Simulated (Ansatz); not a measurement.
# A ladder of methods for [CF3]+ (SMILES F[C+](F)F)

The species is [CF3]+ (4 atoms), meant as a singlet with charge +1. SMILES: `F[C+](F)F`. The coordinates come from a PBE0-D4/def2-TZVP relaxation.

```xyz
4

F     0.6986   -0.1146    1.0054
C     0.0000    0.0000    0.0000
F    -0.6095   -0.9734   -0.4394
F    -0.0890    1.0880   -0.5660
```

Quantity: the energy change with the C2–F3 bond stretched from 1.230 to 1.537 Å, in eV. The values are calculated.

```csv
level,kind,program,value (eV),less FCI/STO-3G,CPU time (all runs)
BLYP/STO-3G (restricted),GGA,Ansatz,0.01,-0.24,1.8 s
revPBE/STO-3G (restricted),GGA,Ansatz,0.08,-0.17,1.8 s
r2SCAN/STO-3G (restricted),meta-GGA,Ansatz,0.36,+0.11,4.7 s
B3LYP/STO-3G (restricted),global hybrid,Ansatz,0.34,+0.09,2 s
CAM-B3LYP/STO-3G (restricted),range-separated hybrid,Ansatz,0.51,+0.26,2 s
wB97X/STO-3G (restricted),range-separated hybrid,Ansatz,0.52,+0.27,7.8 s
CCSDT/STO-3G (restricted),coupled cluster or CI,Ansatz,0.25,0.00,0.8 s
CCSDTQ/STO-3G (restricted),coupled cluster or CI,Ansatz,0.25,0.00,35 s
FCI/STO-3G,exact in the basis,Ansatz,0.25,0.00,27 s
```

FCI/STO-3G is exact within its basis and frozen core, so for wave-function methods in that basis the difference is their error; functionals converge differently with the basis, so for them it is only a difference. The first shape isn't each level's own minimum. The values span 0.01 to 0.52 eV. All rows use very small basis sets, so none should be taken for the real molecule's value. In so small a basis fixed costs decide the times, and correlated methods can beat functionals. Times are those of the runs behind each value, whatever else they computed, on shared processors of several kinds: orders of magnitude only.
